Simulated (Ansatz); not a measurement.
Seven cases of bond dissociation energy of first-row species (electronic energies, kcal/mol); geometries: B3LYP-D3(BJ)/def2-TZVP. The cases were drawn at random from those of this class that have a high level and all functionals, leaving out states under which another spin lies or may lie. Left out are anions, K, Ca, elements past Kr, ionisation of Li, Na and Mg, pi-pi* triplets of linear molecules and other triplets made from a closed-shell parent. Runs that doubt their state, and full CI more than 15 mEh from coupled cluster, are set aside; a case stays where another high level and all functionals remain. AFQMC serves as high level only in triple zeta or larger, with a steady walk, a bar under 0.8 kcal/mol and agreement with other high levels or trials where they ran; where none ran, an unstable determinant or (outside 3d species) a high T1 diagnostic also bars it, so strongly correlated cases are thinned. No case was kept or dropped by the size of a functional's miss. High levels with a bar over 0.5 kcal/mol are left out too, and the seventh case lies inside the range of the six. Affinities count positive where energy is released, gaps as the second state minus the first. r2SCAN is by Ansatz (a program for electronic structure) in def2-TZVPD. High levels (Ansatz): P = CCSD(T)/CBS(cc-pVQZ,cc-pV5Z) + [CCSDT(Q) - CCSD(T)]/cc-pVDZ + core + X2C; Q = CCSD(T)/CBS(cc-pVQZ,cc-pV5Z) + [CCSDT(Q) - CCSD(T)]/cc-pVTZ + [CCSDTQ - CCSDT(Q)]/cc-pVDZ + core + X2C; R = CCSD(T)/CBS(cc-pVQZ,cc-pV5Z) + [CCSDT(Q) - CCSD(T)]/cc-pVTZ + core + X2C; S = CCSD(T)/CBS(cc-pVTZ,cc-pVQZ) + [CCSDT(Q) - CCSD(T)]/cc-pVDZ + core + X2C. Open shells are spin-unrestricted; no spin-orbit coupling. CBS(X,Y): correlation extrapolated as X^-3, Hartree-Fock from the larger set (Q,5: extrapolated as (X+1)exp(-9√X)). A bracket is a step between two methods taken in the basis named. Functionals run without relativity, which enters their misses. '+ core + X2C': CCSD(T) terms for core correlation (cc-pwCVTZ) and scalar relativity (cc-pVTZ-DK). For partners of very few electrons the exact lower level stands in for a higher one. The UHF reference of CNO ([N]=C=O, doublet) is spin-contaminated (<S^2> up to 0.10 over the pure value in the sets run). The UHF reference of CN ([C]#N, doublet) is spin-contaminated (<S^2> up to 0.37 over the pure value in the sets run).

| case | r2SCAN | level | high level |
|---|---|---|---|
| CHNO (isocyanic acid, SMILES C(=N)=O) → NCO (SMILES [N]=C=O, doublet) + H (doublet) | 113.6 | Q | 116.8 |
| C2H6 (SMILES CC) → C2H5 (SMILES [CH2]C, doublet) + H (doublet) | 103.0 | P | 109.0 |
| C2F3N (SMILES N#CC(F)(F)F) → CF3 (SMILES F[C](F)F, doublet) + CN (SMILES N#[C], doublet) | 110.1 | S | 115.4 |
| C3H6 (SMILES C1CC1) → C3H5 (SMILES [CH]1CC1, doublet) + H (doublet) | 109.8 | S | 116.4 |
| N2H4 (hydrazine, SMILES NN) → N2H3 (SMILES [NH]N, doublet) + H (doublet) | 82.9 | P | 89.7 |
| CH4O (methanol, SMILES CO) → CH3 (SMILES [CH3], doublet) + HO (SMILES [OH], doublet) | 91.7 | R | 98.4 |
| C2H3F3 (1,1,1-trifluoroethane, SMILES CC(F)(F)F) → CH3 (SMILES [CH3], doublet) + CF3 (SMILES F[C](F)F, doublet) | 99.0 | S | withheld |

Question: Fit a straight line from r2SCAN to the high level over the first six rows by least squares, predict the seventh, and compare with the calculation.

Answer: Means: r2SCAN 101.85, high level 107.62. Sxx = 732.775, Sxy = 676.605, slope 0.9233, intercept +13.58 kcal/mol; residual standard deviation 1.1 kcal/mol. Seventh row: 0.9233·(99.0) +13.58 = 105.0 kcal/mol. The calculation gave 108.6 kcal/mol: the line differs from it by -3.6, r2SCAN itself by -9.6.
